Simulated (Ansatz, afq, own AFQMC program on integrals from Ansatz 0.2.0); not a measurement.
Integrals from Ansatz 0.2.0, then the random walk in our own AFQMC program (afq).

```yaml
crystal:
  periodic: [false, false, false]
  atoms:
    - {symbol: Cl, position_ang: [0.000000, 0.000000, 0.000000]}
    - {symbol: Be, position_ang: [0.000000, 0.000000, 1.944600]}
basis:
  gaussian: {orbitals: aug-cc-pVDZ}
magnetization: {spin_polarized: true, initial_magnetization: 1}
correlation: {method: ccsd_t, electrons: outside_noble_gas, hamiltonian_folder: ham}
```

```sh
$ ansatz run in.yaml --threads 1 --pin off --events-out ev --progress --plain --max-ram 1843MiB
```

Options of the walk:

```
--method phaseless --trial cisd --walkers 60 --populations 1 --least-time 40 --time-step 0.005 --steps-per-block 50 --equilibration-blocks 28 --max-blocks 300 --target-error 0.00036 --factor-cut 1e-05 --start spin_pure --seed 9874 --release-times 0.24,0.51,0.99,1.62,2.4 --release-step 0.03 --release-every 4 --taylor-order 6
```

Times are imaginary, in 1/Eh. The walk had a cap of 1781 s.

afq prints:

```
orbitals 44  electrons 5 4  factors 321 of 476
reference energy -474.17341324 Eh
CCSD correlation -0.17942420 Eh in 10 cycles, weight of the determinant in the CISD state 0.9174
energy of the start -474.352835 Eh
 block  time / (1/Eh)  mean weight  energy / Eh
     1     0.250  0.9997  -474.351551
     2     0.500  1.0004  -474.351670
     3     0.750  0.9997  -474.355534
     4     1.000  1.0010  -474.356643
     5     1.250  1.0022  -474.357007
     9     2.250  0.9996  -474.356312
    33     8.250  1.0010  -474.357439
    65    16.250  1.0015  -474.358147
    97    24.250  1.0022  -474.361094
   129    32.250  1.0000  -474.359638
   161    40.250  1.0005  -474.358155
   193    48.250  1.0010  -474.358565
   201    50.250  0.9998  -474.352914
   225    56.250  1.0012  -474.359783
   249    62.250  1.0020  -474.369510
   257    64.250  1.0012  -474.358835
   289    72.250  0.9995  -474.356726
   321    80.250  0.9993  -474.354096
blocks merged  error / Eh  count
     1  0.000204  300
     2  0.000256  150
     4  0.000290  75
     8  0.000322  37
    16  0.000384  18
    32  0.000413  9
released: time / (1/Eh)  energy / Eh  error  mean overlap
  0.24  -474.359486  0.000406  0.9902
  0.51  -474.359306  0.000279  0.9855
  0.99  -474.358943  0.000369  0.9889
  1.62  -474.358840  0.000262  0.9992
  2.40  -474.359437  0.000375  0.9690
energy -474.359125 +/- 0.000384 Eh
(rows thinned)
```

The run passed its tests (sampling time, drift between the halves within three errors, error under three times the target), which doesn't prove that it has relaxed. The second half of the sampling lies above the first by 1.8 errors of their difference, so the energy may still be moving and its error bar be too small.

Against this walk (error 10.4 meV) on the same determinant: CCSD(T) 26.5 meV higher, CCSDT(Q) 0.6 meV higher (within the noise). The error is statistical and leaves out the bias of the constraint. Released to 2.40 1/Eh the energy moves by -8 ± 15 meV (both errors), within twice the noise.

Cautions: constraint bias not in the error; error above the target (10.4 against 9.8 meV).

The walk took 7.7 min on 1 thread of Arm Neoverse V2, on a shared host. The log's last line is the phaseless energy.

CCSDT and higher add their correlation energy to the determinant of the CCSD(T) run, since their own runs factorise the integrals more tightly (a shift of under 2 meV). A walk keeps the symmetry of its determinant, which the program's search chose and which needn't be the lowest solution, so a lower state of the same spin and another symmetry isn't excluded.
